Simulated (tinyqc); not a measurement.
Worked calculation (part 2 of 2): CIS on RHF in the sto-6g basis, for H2F+, spin multiplicity 1. Computed by tinyqc, a small Python program that keeps every step (integrals from PySCF). Command: `OMP_NUM_THREADS=1 python tinyqc.py 31259 31260 out.jsonl` (the two numbers bound the seeds that draw the settings). One thread of a shared host (Intel(R) Xeon(R) Processor @ 2.60GHz), about 0.1 s of CPU time with the checks.

Geometry (angstrom):
```
atom       x        y       z
F     0.0000   0.0000  0.0000
H     0.0000   0.8960  0.5460
H     0.0000  -0.8450  0.5150
```

## CIS singlet states

CIS matrix A, singlet (hartree):
```
         1>6      1>7      2>6      2>7      3>6      3>7      4>6      4>7
1>6  26.2455   0.0092   0.0131  -0.0046  -0.0025   0.0192  -0.0123   0.0017
1>7   0.0092  26.3017  -0.0045   0.0408   0.0020   0.0060   0.0004  -0.0170
2>6   0.0131  -0.0045   1.5829   0.0090  -0.0007  -0.0481   0.0511   0.0113
2>7  -0.0046   0.0408   0.0090   1.6787   0.0432  -0.0038   0.0183  -0.0269
3>6  -0.0025   0.0020  -0.0007   0.0432   0.7266  -0.0183   0.0271  -0.0333
3>7   0.0192   0.0060  -0.0481  -0.0038  -0.0183   1.0185  -0.1133  -0.0124
4>6  -0.0123   0.0004   0.0511   0.0183   0.0271  -0.1133   0.6190   0.0027
4>7   0.0017  -0.0170   0.0113  -0.0269  -0.0333  -0.0124   0.0027   0.6916
5>6   0.0000   0.0000   0.0000   0.0000   0.0000   0.0000   0.0000   0.0000
5>7   0.0000   0.0000   0.0000   0.0000   0.0000   0.0000   0.0000   0.0000

        5>6     5>7
1>6  0.0000  0.0000
1>7  0.0000  0.0000
2>6  0.0000  0.0000
2>7  0.0000  0.0000
3>6  0.0000  0.0000
3>7  0.0000  0.0000
4>6  0.0000  0.0000
4>7  0.0000  0.0000
5>6  0.4959  0.0056
5>7  0.0056  0.6048
```

dipole integrals <i|r|a> (bohr), order 1>6, 1>7, 2>6, 2>7, 3>6, 3>7, 4>6, 4>7, 5>6, 5>7:
$$\begin{pmatrix}
0.0000 & -0.0062 & -0.0259 \\
0.0000 & 0.0403 & -0.0046 \\
0.0000 & 0.0025 & 0.0434 \\
0.0000 & -0.1017 & 0.0167 \\
0.0000 & 0.8450 & 0.0753 \\
0.0000 & 0.1567 & -0.4962 \\
0.0000 & 0.1492 & 0.3426 \\
0.0000 & -0.5436 & 0.0248 \\
-0.0226 & 0.0000 & 0.0000 \\
-0.0027 & 0.0000 & 0.0000
\end{pmatrix}$$

Diagonalise A (1 hartree = 27.211386 eV); each vector has its largest component positive (the first on a tie). The transition dipole is mu = sqrt2 sum c_ia <i|r|a>.

singlet excitation energies (eV): [13.4859, 15.8931, 16.4655, 18.2649, 20.2813, 28.4020, 43.2614, 45.7931, 714.1377, 715.7467]

lowest vectors, order 1>6, 1>7, 2>6, 2>7, 3>6, 3>7, 4>6, 4>7, 5>6, 5>7:
$$\begin{pmatrix}
0.0000 & 0.0003 & 0.0000 & 0.0000 & 0.0001 & -0.0009 \\
0.0000 & -0.0001 & 0.0000 & 0.0005 & -0.0003 & -0.0002 \\
0.0000 & -0.0370 & 0.0000 & -0.0113 & 0.0065 & 0.1093 \\
0.0000 & -0.0097 & 0.0000 & 0.0002 & -0.0556 & 0.0151 \\
0.0000 & -0.1588 & 0.0000 & 0.4960 & 0.8494 & -0.0718 \\
0.0000 & 0.2373 & 0.0000 & 0.0878 & 0.0749 & 0.9597 \\
0.0000 & 0.9566 & 0.0000 & 0.1002 & 0.0982 & -0.2469 \\
0.0000 & -0.0447 & 0.0000 & 0.8580 & -0.5101 & -0.0264 \\
0.9987 & 0.0000 & 0.0514 & 0.0000 & 0.0000 & 0.0000 \\
-0.0514 & 0.0000 & 0.9987 & 0.0000 & 0.0000 & 0.0000
\end{pmatrix}$$

oscillator strengths 2/3 w |mu|^2: [0.0003, 0.0336, 0.0000, 0.0024, 1.0504, 0.4454]

## CIS matrix, triplets

orbital energies (hartree): MO1 -26.9361, MO2 -2.0464, MO3 -1.1823, MO4 -1.0594, MO5 -1.0338, MO6 -0.0473, MO7 0.1338

Given earlier and not repeated: Two-electron integrals over orbitals (pq|rs).

A(ia,jb) = (e_a - e_i) d_ij d_ab - (ij|ab).

CIS matrix A, triplet (hartree):
```
         1>6      1>7      2>6      2>7      3>6     3>7      4>6      4>7
1>6  26.2008   0.0056   0.0058  -0.0002  -0.0022  0.0097  -0.0154  -0.0018
1>7   0.0056  26.2653  -0.0002   0.0076   0.0097  0.0041  -0.0018  -0.0032
2>6   0.0058  -0.0002   1.4348  -0.0026  -0.0271  0.0911  -0.0656  -0.0061
2>7  -0.0002   0.0076  -0.0026   1.5626   0.0911  0.0335  -0.0061  -0.0066
3>6  -0.0022   0.0097  -0.0271   0.0911   0.5843  0.0030  -0.0167   0.0432
3>7   0.0097   0.0041   0.0911   0.0335   0.0030  0.7001   0.0432   0.0140
4>6  -0.0154  -0.0018  -0.0656  -0.0061  -0.0167  0.0432   0.4782   0.0081
4>7  -0.0018  -0.0032  -0.0061  -0.0066   0.0432  0.0140   0.0081   0.6005
5>6   0.0000   0.0000   0.0000   0.0000   0.0000  0.0000   0.0000   0.0000
5>7   0.0000   0.0000   0.0000   0.0000   0.0000  0.0000   0.0000   0.0000

        5>6     5>7
1>6  0.0000  0.0000
1>7  0.0000  0.0000
2>6  0.0000  0.0000
2>7  0.0000  0.0000
3>6  0.0000  0.0000
3>7  0.0000  0.0000
4>6  0.0000  0.0000
4>7  0.0000  0.0000
5>6  0.4450  0.0024
5>7  0.0024  0.5638
```

## CIS triplet states

Diagonalise A (1 hartree = 27.211386 eV); each vector has its largest component positive (the first on a tie).

triplet excitation energies (eV): [12.1078, 12.4946, 14.8382, 15.3424, 17.1753, 19.1043, 39.4670, 42.7868, 712.9467, 714.7289]

lowest vectors, order 1>6, 1>7, 2>6, 2>7, 3>6, 3>7, 4>6, 4>7, 5>6, 5>7:
$$\begin{pmatrix}
0.0000 & 0.0006 & -0.0001 & 0.0000 & 0.0001 & -0.0002 \\
0.0000 & 0.0000 & -0.0004 & 0.0000 & -0.0001 & -0.0001 \\
0.0000 & 0.0874 & -0.0057 & 0.0000 & 0.0371 & -0.0960 \\
0.0000 & -0.0042 & -0.0769 & 0.0000 & -0.0492 & -0.0398 \\
0.0000 & 0.1845 & 0.7619 & 0.0000 & 0.6113 & 0.0502 \\
0.0000 & -0.2006 & 0.1104 & 0.0000 & -0.1554 & 0.9531 \\
0.0000 & 0.9541 & -0.1798 & 0.0000 & -0.0837 & 0.2157 \\
0.0000 & -0.0878 & -0.6075 & 0.0000 & 0.7690 & 0.1783 \\
0.9998 & 0.0000 & 0.0000 & 0.0198 & 0.0000 & 0.0000 \\
-0.0198 & 0.0000 & 0.0000 & 0.9998 & 0.0000 & 0.0000
\end{pmatrix}$$
